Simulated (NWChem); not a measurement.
All runs are NWChem calculations. System: H4Si, charge 1, spin multiplicity 2, at the geometry of a parent with another charge or spin, in a state set for the comparison that need not be this species' ground state. Its SCF solution wasn't tested for a lower state. Level: UB3LYP/def2-TZVP, VWN1-RPA local correlation.

The NWChem input:

```
start mol
memory heap 200 mb stack 900 mb global 1100 mb
charge 1
geometry units angstroms nocenter noautoz
  Si     0.000000     0.000000    -0.000000
  H      1.218746     0.000000     0.861824
  H     -1.218746     0.000000     0.861824
  H      0.000000    -1.218745    -0.861823
  H      0.000000     1.218745    -0.861823
  symmetry group C2v
end
basis spherical
  * library def2-tzvp
end
dft
  xc b3lyp
  odft
  mult 2
  semidirect memsize 60000000 filesize 0
  iterations 100
end
task dft energy
```

Output (cleaned and shortened):

```
             Northwest Computational Chemistry Package (NWChem) 7.3.0
             --------------------------------------------------------

                                NWChem Input Module
                                -------------------

 Scaling coordinates for geometry "geometry" by  1.889725989
 (inverse scale =  0.529177249)

 Turning off AUTOSYM since
 SYMMETRY directive was detected!

                             Geometry "geometry" -> ""
                             -------------------------

 Output coordinates in angstroms (scale by  1.889725989 to convert to a.u.)

  No.       Tag          Charge          X              Y              Z
 ---- ---------------- ---------- -------------- -------------- --------------
    1 Si                  14.0000     0.00000000     0.00000000     0.00000000
    2 H                    1.0000     1.21874600     0.00000000     0.86182400
    3 H                    1.0000    -1.21874600     0.00000000     0.86182400
    4 H                    1.0000     0.00000000    -1.21874500    -0.86182300
    5 H                    1.0000     0.00000000     1.21874500    -0.86182300

 Effective nuclear repulsion energy (a.u.)      21.1554661136

            Nuclear Dipole moment (a.u.)
            ----------------------------
        X                 Y               Z
 ---------------- ---------------- ----------------
     0.0000000000     0.0000000000     0.0000037795

      Symmetry information
      --------------------

 Group name             C2v
 Group number             16
 Group order               4
 No. of unique centers     3

      Symmetry unique atoms

     1    2    4


 Summary of "ao basis" -> "" (spherical)
 ------------------------------------------------------------------------------
       Tag                 Description            Shells   Functions and Types
 ---------------- ------------------------------  ------  ---------------------
 *                         def2-tzvp                  on all atoms

                                 NWChem DFT Module
                                 -----------------

 Summary of "ao basis" -> "ao basis" (spherical)
 ------------------------------------------------------------------------------
       Tag                 Description            Shells   Functions and Types
 ---------------- ------------------------------  ------  ---------------------
 Si                        def2-tzvp                13       37   5s5p2d1f
 H                         def2-tzvp                 4        6   3s1p

 Summary of "ao basis" -> "ao basis" (spherical)
 ------------------------------------------------------------------------------
       Tag                 Description            Shells   Functions and Types
 ---------------- ------------------------------  ------  ---------------------
 Si                        def2-tzvp                13       37   5s5p2d1f
 H                         def2-tzvp                 4        6   3s1p

      Symmetry analysis of basis
      --------------------------

        a1         26
        a2          5
        b1         15
        b2         15

            General Information
            -------------------
          SCF calculation type: DFT
          Wavefunction type:  spin polarized.
          No. of atoms     :     5
          No. of electrons :    17
           Alpha electrons :     9
            Beta electrons :     8
          Charge           :     1
          Spin multiplicity:     2
          Use of symmetry is: on ; symmetry adaption is: on
          Maximum number of iterations: 100
          AO basis - number of functions:    61
                     number of shells:    29
          Convergence on energy requested:  1.00D-06
          Convergence on density requested:  1.00D-05
          Convergence on gradient requested:  5.00D-04

              XC Information
              --------------
                         B3LYP Method XC Potential
                     Hartree-Fock (Exact) Exchange  0.200
                        Slater Exchange Functional  0.800 local
                    Becke 1988 Exchange Functional  0.720 non-local
              Lee-Yang-Parr Correlation Functional  0.810
                  VWN I RPA Correlation Functional  0.190 local

             Grid Information
             ----------------
          Grid used for XC integration:  medium
          Radial quadrature: Mura-Knowles
          Angular quadrature: Lebedev.
          Tag              B.-S. Rad. Rad. Pts. Rad. Cut. Ang. Pts.
          ---              ---------- --------- --------- ---------
          Si                  1.10       88           7.0       590
          H                   0.35       45           8.0       434
          Grid pruning is: on
          Number of quadrature shells:   178
          Spatial weights used:  Erf1

          Convergence Information
          -----------------------
          Convergence aids based upon iterative change in
          total energy or number of iterations.
          Levelshifting, if invoked, occurs when the
          HOMO/LUMO gap drops below (HL_TOL):  1.00D-02
          DIIS, if invoked, will attempt to extrapolate
          using up to (NFOCK): 10 stored Fock matrices.

                    Damping( 0%)  Levelshifting(0.5)       DIIS
                  --------------- ------------------- ---------------
          dE  on:    start            ASAP                start
          dE off:    2 iters        100 iters           100 iters

      Screening Tolerance Information
      -------------------------------
          Density screening/tol_rho:  1.00D-10
[...]
    57     -0.179552  5 H  s                 14      0.138879  1 Si pz
     8     -0.136873  1 Si pz                38      0.109480  2 H  s
    44      0.109480  3 H  s                 50     -0.109480  4 H  s

 Vector    8  Occ=1.000000D+00  E=-6.555998D-01  Symmetry=b2
              MO Center= -1.9D-16,  1.7D-16, -6.1D-01, r^2= 1.9D+00
   Bfn.  Coefficient  Atom+Function         Bfn.  Coefficient  Atom+Function
  ----- ------------  ---------------      ----- ------------  ---------------
    16      0.316306  1 Si py                51     -0.257886  4 H  s
    57      0.257886  5 H  s                 50     -0.158059  4 H  s
    56      0.158059  5 H  s                 13      0.134246  1 Si py
     7     -0.132464  1 Si py                52     -0.086492  4 H  s
    58      0.086492  5 H  s                 22     -0.074546  1 Si d -1

 Vector    9  Occ=1.000000D+00  E=-6.555997D-01  Symmetry=b1
              MO Center= -1.5D-15,  3.1D-16,  6.1D-01, r^2= 1.9D+00
   Bfn.  Coefficient  Atom+Function         Bfn.  Coefficient  Atom+Function
  ----- ------------  ---------------      ----- ------------  ---------------
    15      0.316306  1 Si px                39      0.257886  2 H  s
    45     -0.257886  3 H  s                 38      0.158059  2 H  s
    44     -0.158059  3 H  s                 12      0.134246  1 Si px
     6     -0.132464  1 Si px                40      0.086492  2 H  s
    46     -0.086492  3 H  s                 24     -0.074546  1 Si d  1

 Vector   10  Occ=0.000000D+00  E=-2.223188D-01  Symmetry=a1
              MO Center=  1.7D-12, -1.5D-12,  2.7D-06, r^2= 3.4D+00
   Bfn.  Coefficient  Atom+Function         Bfn.  Coefficient  Atom+Function
  ----- ------------  ---------------      ----- ------------  ---------------
    20      0.962120  1 Si pz                40     -0.527824  2 H  s
    46     -0.527824  3 H  s                 52      0.527818  4 H  s
    58      0.527818  5 H  s                 17      0.421530  1 Si pz
    30     -0.220376  1 Si d  2              25     -0.154510  1 Si d  2
     8     -0.107123  1 Si pz                14      0.101011  1 Si pz

 Vector   11  Occ=0.000000D+00  E=-2.219463D-01  Symmetry=b1
              MO Center= -1.7D-12,  2.2D-15, -3.5D-01, r^2= 3.2D+00
   Bfn.  Coefficient  Atom+Function         Bfn.  Coefficient  Atom+Function
  ----- ------------  ---------------      ----- ------------  ---------------
    18      0.965819  1 Si px                40     -0.723627  2 H  s
    46      0.723627  3 H  s                 15      0.384169  1 Si px
    29      0.252376  1 Si d  1              24      0.157549  1 Si d  1
    39     -0.108816  2 H  s                 45      0.108816  3 H  s
    12      0.108130  1 Si px                 6     -0.106987  1 Si px

 Vector   12  Occ=0.000000D+00  E=-2.219462D-01  Symmetry=b2
              MO Center= -1.5D-15,  1.5D-12,  3.5D-01, r^2= 3.2D+00
   Bfn.  Coefficient  Atom+Function         Bfn.  Coefficient  Atom+Function
  ----- ------------  ---------------      ----- ------------  ---------------
    19      0.965820  1 Si py                52      0.723628  4 H  s
    58     -0.723628  5 H  s                 16      0.384168  1 Si py
    27      0.252377  1 Si d -1              22      0.157549  1 Si d -1
    51      0.108816  4 H  s                 57     -0.108816  5 H  s
    13      0.108130  1 Si py                 7     -0.106987  1 Si py

                     DFT Final Beta Molecular Orbital Analysis
                     -----------------------------------------

 Vector    6  Occ=1.000000D+00  E=-8.203900D-01  Symmetry=a1
              MO Center= -7.1D-16, -6.7D-16, -7.3D-07, r^2= 1.7D+00
   Bfn.  Coefficient  Atom+Function         Bfn.  Coefficient  Atom+Function
  ----- ------------  ---------------      ----- ------------  ---------------
     4      0.635016  1 Si s                  3     -0.363482  1 Si s
     5      0.240533  1 Si s                 39      0.097773  2 H  s
    45      0.097773  3 H  s                 51      0.097774  4 H  s
    57      0.097774  5 H  s                  2      0.085398  1 Si s
    38      0.072230  2 H  s                 44      0.072230  3 H  s

 Vector    7  Occ=1.000000D+00  E=-6.185012D-01  Symmetry=b2
              MO Center= -3.1D-16,  1.7D-14, -5.5D-01, r^2= 2.0D+00
   Bfn.  Coefficient  Atom+Function         Bfn.  Coefficient  Atom+Function
  ----- ------------  ---------------      ----- ------------  ---------------
    16      0.354797  1 Si py                51     -0.230715  4 H  s
    57      0.230715  5 H  s                 50     -0.144311  4 H  s
    56      0.144311  5 H  s                 13      0.142570  1 Si py
     7     -0.140807  1 Si py                52     -0.092913  4 H  s
    58      0.092913  5 H  s                 19      0.084695  1 Si py

 Vector    8  Occ=1.000000D+00  E=-6.185009D-01  Symmetry=b1
              MO Center=  1.7D-14,  2.1D-18,  5.5D-01, r^2= 2.0D+00
   Bfn.  Coefficient  Atom+Function         Bfn.  Coefficient  Atom+Function
  ----- ------------  ---------------      ----- ------------  ---------------
    15      0.354797  1 Si px                39      0.230715  2 H  s
    45     -0.230715  3 H  s                 38      0.144311  2 H  s
    44     -0.144311  3 H  s                 12      0.142570  1 Si px
     6     -0.140807  1 Si px                40      0.092914  2 H  s
    46     -0.092914  3 H  s                 18      0.084695  1 Si px

 Vector    9  Occ=0.000000D+00  E=-5.608364D-01  Symmetry=a1
              MO Center= -2.0D-14, -1.4D-14,  1.4D-06, r^2= 2.4D+00
   Bfn.  Coefficient  Atom+Function         Bfn.  Coefficient  Atom+Function
  ----- ------------  ---------------      ----- ------------  ---------------
    17      0.323866  1 Si pz                39      0.168796  2 H  s
    45      0.168796  3 H  s                 51     -0.168796  4 H  s
    57     -0.168796  5 H  s                  8     -0.134674  1 Si pz
    14      0.133260  1 Si pz                38      0.103817  2 H  s
    44      0.103817  3 H  s                 50     -0.103817  4 H  s

 Vector   10  Occ=0.000000D+00  E=-2.092467D-01  Symmetry=a1
              MO Center=  5.2D-12, -6.6D-12,  1.2D-06, r^2= 3.5D+00
   Bfn.  Coefficient  Atom+Function         Bfn.  Coefficient  Atom+Function
  ----- ------------  ---------------      ----- ------------  ---------------
    20      1.019310  1 Si pz                40     -0.544138  2 H  s
    46     -0.544138  3 H  s                 52      0.544134  4 H  s
    58      0.544134  5 H  s                 17      0.351603  1 Si pz
    30     -0.250649  1 Si d  2              25     -0.162652  1 Si d  2
     8     -0.099279  1 Si pz                14      0.099330  1 Si pz

 Vector   11  Occ=0.000000D+00  E=-2.091562D-01  Symmetry=b1
              MO Center= -5.2D-12,  1.2D-15, -2.8D-01, r^2= 3.4D+00
   Bfn.  Coefficient  Atom+Function         Bfn.  Coefficient  Atom+Function
  ----- ------------  ---------------      ----- ------------  ---------------
    18      1.011722  1 Si px                40     -0.794082  2 H  s
    46      0.794082  3 H  s                 15      0.368663  1 Si px
    29      0.239392  1 Si d  1              24      0.159416  1 Si d  1
    39     -0.113083  2 H  s                 45      0.113083  3 H  s
     6     -0.098966  1 Si px                12      0.098522  1 Si px

   alpha - beta orbital overlaps
   -----------------------------

   alpha      1      2      3      4      5      6      7      8      9     10
    beta      1      2      3      4      5      6      9      7      8     10
 overlap   1.000  1.000  1.000  1.000  1.000  0.999  0.999  0.998  0.998  0.999

   alpha     11     12     13     14     15     16     17     18     19     20
    beta     11     12     13     15     14     18     16     17     19     21
 overlap   0.998  0.998  0.997  0.998  1.000  0.999  0.999  0.999  0.996  0.999

   alpha     21     22     23     24     25     26     27     28     29     30
    beta     22     20     23     26     24     25     27     28     29     31
 overlap   0.999  0.999  0.998  0.998  1.000  1.000  1.000  0.999  0.999  1.000

   alpha     31     32     33     34     35     36     37     38     39     40
    beta     30     32     33     34     37     35     36     38     41     39
 overlap   1.000  0.999  0.999  0.990  0.990  0.999  0.999  1.000  1.000  1.000

   alpha     41     42     43     44     45     46     47     48     49     50
    beta     40     43     42     46     44     45     48     49     47     50
 overlap   1.000  1.000  1.000  1.000  1.000  1.000  1.000  1.000  1.000  1.000

   alpha     51     52     53     54     55     56     57     58     59     60
    beta     51     52     53     54     57     55     56     60     58     59
 overlap   1.000  1.000  1.000  1.000  1.000  1.000  1.000  1.000  1.000  1.000

   alpha     61
    beta     61
 overlap   1.000

     --------------------------
     Expectation value of S2:
     --------------------------
      <S2> =      0.7600 (Exact =     0.7500)

 center of mass
 --------------
 x =   0.00000000 y =   0.00000000 z =   0.00000012

 moments of inertia (a.u.)
 ------------------
          21.384001073090           0.000000000000           0.000000000000
           0.000000000000          21.384018618189           0.000000000000
           0.000000000000           0.000000000000          21.383010066193

     Multipole analysis of the density
     ---------------------------------

     L   x y z        total         alpha         beta         nuclear
     -   - - -        -----         -----         ----         -------
     0   0 0 0      1.000000     -9.000000     -8.000000     18.000000

     1   1 0 0      0.000000      0.000000     -0.000000      0.000000
     1   0 1 0      0.000000      0.000000     -0.000000      0.000000
     1   0 0 1      0.000001     -0.000003      0.000000      0.000004

     2   2 0 0     -8.415730    -10.601018     -8.423214     10.608502
     2   1 1 0     -0.000000     -0.000000     -0.000000      0.000000
     2   1 0 1      0.000000      0.000000      0.000000      0.000000
     2   0 2 0     -8.415735    -10.601009     -8.423212     10.608485
     2   0 1 1     -0.000000     -0.000000      0.000000      0.000000
     2   0 0 2     -7.260169    -10.908299     -6.961356     10.609486

 Task  times  cpu:        1.9s     wall:        1.9s

 Total times  cpu:        1.9s     wall:        1.9s
```
